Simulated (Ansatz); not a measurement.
in.yaml

```yaml
crystal:
  periodic: [false, false, false]
  atoms:
    - {symbol: As, position_ang: [0.000000, 0.000000, 0.000000]}
    - {symbol: As, position_ang: [0.000000, 0.000000, 2.185800]}
basis:
  gaussian: {orbitals: STO-3G}
total_charge: 1
magnetization: {spin_polarized: true, initial_magnetization: 3}
correlation: {method: mp2, electrons: outside_noble_gas}
output: {forces: true}
```

```sh
$ ansatz run in.yaml --threads 1 --pin off --events-out ev --progress --plain --max-ram 2393MiB
```

Output:

```
346 factors; integrals over basis functions are off by at most 1.6e-5 eV
mean field evaluation 1: about -120228.2888 eV, gradient 2.6e0 eV
mean field evaluation 2: about -120228.2963 eV, gradient 2.6e0 eV
mean field evaluation 4: about -120228.3759 eV, gradient 1.5e-1 eV
mean field evaluation 8: about -120228.3764 eV, gradient 4.1e-7 eV
mean field evaluation 16: about -120227.5715 eV, gradient 3.1e-3 eV
mean field evaluation 32: about -120228.1734 eV, gradient 1.6e-5 eV
mean field evaluation 64: about -120228.1738 eV, gradient 1.5e-1 eV
mean field -120228.37635049 eV, -4418.3113371599 hartree, gradient 2.7e-7 eV, S^2 3.756581; 12 other end points of the search recorded, 0 dependent functions left out
28 core orbitals not correlated: weight in the atoms' cores, before any rotation towards them, 0.992 or more for the frozen orbitals, at most 0.009 for the correlated occupied ones
reference -120228.37635049 eV, -4418.3113371599 hartree; 6, 3 occupied and 2, 5 virtual orbitals, 346 factors
second order -0.78821444 eV of doubles, -0.00000000 eV of singles
the calculation of the forces begins
Total energy: -120229.16456492 eV, -4418.3403035062 hartree
Atom 0 at     0.000000     0.000000     0.000000 Å, force    -0.000000     0.000000    -5.749652 eV/Å
Atom 1 at     0.000000     0.000000     2.185800 Å, force     0.000000    -0.000000     5.749652 eV/Å
Dipole moment:     0.000000     0.000000    -0.000000 e Å
```

Forces (eV/Å):
```
As   0.000  0.000 -5.750
As   0.000  0.000  5.750
```

Ran on 1 thread of Intel Xeon, shared host: 18 s wall, 0.11 GiB peak host memory.
